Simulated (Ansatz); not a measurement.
Cost and result for the atomization energy of C$_{6}$H$_{14}$ (`CCCCCC`) (20 atoms, 19 bonds).

Cartesian coordinates in Å:
```
C -1.821 0.331 1.549
C -0.331 0.030 1.550
C 0.083 -1.049 0.556
C -0.230 -0.739 -0.904
C 0.379 0.553 -1.436
C 1.897 0.593 -1.369
H -2.152 0.740 0.592
H -2.078 1.058 2.322
H -2.404 -0.576 1.738
H -0.028 -0.287 2.553
H 0.227 0.952 1.350
H -0.415 -1.988 0.826
H 1.156 -1.240 0.667
H -1.316 -0.703 -1.045
H 0.122 -1.575 -1.519
H -0.033 1.409 -0.890
H 0.060 0.684 -2.476
H 2.290 1.505 -1.823
H 2.259 0.558 -0.339
H 2.335 -0.258 -1.900
```

Total charge 0; spin multiplicity 1. The structure was optimised at the PBE0-D4/def2-TZVP level. It is one conformer, not always the lowest. Program: Ansatz. All runs use 2 threads of an AMD EPYC 7R13 on a shared host and a share of an NVIDIA H100 80 GB. Times are those of one run each, without the atoms' runs, and a repeat can differ threefold. Electronic energies, without spin–orbit coupling; frozen cores. CCSD(T)/CBS adds CCSD(T) − MP2 in def2-TZVPP to the MP2 limit, and its time is that of the two runs behind it. T1 = 0.008. B3LYP takes the VWN-RPA correlation (the form of Gaussian; ORCA's B3LYP/G).

CCSD(T)/CBS is a level of theory with its own doubt, some kJ/mol a heavy atom from the limit and from the frozen cores, so smaller differences don't rank the functionals.

```json
{"level": "PBE-D4/def2-TZVPP (with forces)", "functions": "382", "wall time": "3.5 s", "atomization (kcal/mol)": "1917.7", "difference from CCSD(T)/CBS": "28.8", "per bond": "1.5"}
{"level": "PBE0-D4/def2-TZVPP", "functions": "382", "wall time": "4 s", "atomization (kcal/mol)": "1901.2", "difference from CCSD(T)/CBS": "12.3", "per bond": "0.7"}
{"level": "B2PLYP/def2-TZVPP", "functions": "382", "wall time": "4 s", "atomization (kcal/mol)": "1871.6", "difference from CCSD(T)/CBS": "-17.3", "per bond": "-0.9"}
{"level": "r2SCAN-D4/def2-TZVPP (with forces)", "functions": "382", "wall time": "4.5 s", "atomization (kcal/mol)": "1891.8", "difference from CCSD(T)/CBS": "2.9", "per bond": "0.2"}
{"level": "MP2/def2-QZVPP", "functions": "762", "wall time": "4.8 s", "atomization (kcal/mol)": "1885.8", "difference from CCSD(T)/CBS": "-3.1", "per bond": "-0.2"}
{"level": "B3LYP-D4/def2-TZVPP (with forces)", "functions": "382", "wall time": "5.5 s", "atomization (kcal/mol)": "1891.0", "difference from CCSD(T)/CBS": "2.1", "per bond": "0.1"}
{"level": "ωB97X-V/def2-TZVPP", "functions": "382", "wall time": "6.5 s", "atomization (kcal/mol)": "1891.0", "difference from CCSD(T)/CBS": "2.1", "per bond": "0.1"}
{"level": "ωB97M-V/def2-TZVPP (with forces)", "functions": "382", "wall time": "7.5 s", "atomization (kcal/mol)": "1893.5", "difference from CCSD(T)/CBS": "4.6", "per bond": "0.2"}
{"level": "CCSD(T)/def2-TZVPP", "functions": "382", "wall time": "13 s", "atomization (kcal/mol)": "1852.0", "difference from CCSD(T)/CBS": "-36.9", "per bond": "-1.9"}
{"level": "CCSD(T)/CBS(def2)", "functions": "–", "wall time": "18 s", "atomization (kcal/mol)": "1888.9", "difference from CCSD(T)/CBS": "0.0", "per bond": "0.0"}
```

The D4 term adds +14.7 kcal/mol with B3LYP and +7.9 kcal/mol with PBE0; it sums over pairs of atoms, weighted by their polarisabilities, and B3LYP, whose exchange is more repulsive, gets the larger term. In def2-TZVPP, CCSD(T) changes the Hartree–Fock value by +409.3 kcal/mol (the triples alone add +19.8 kcal/mol) and MP2 by +421.5 kcal/mol; breaking electron pairs costs correlation energy, which Hartree–Fock lacks. From PBE to PBE0 (25 % exact exchange), in def2-TZVPP and without D4, the atomization energy moves by −15.0 kcal/mol: exact exchange takes away binding that semilocal exchange gives to molecules.
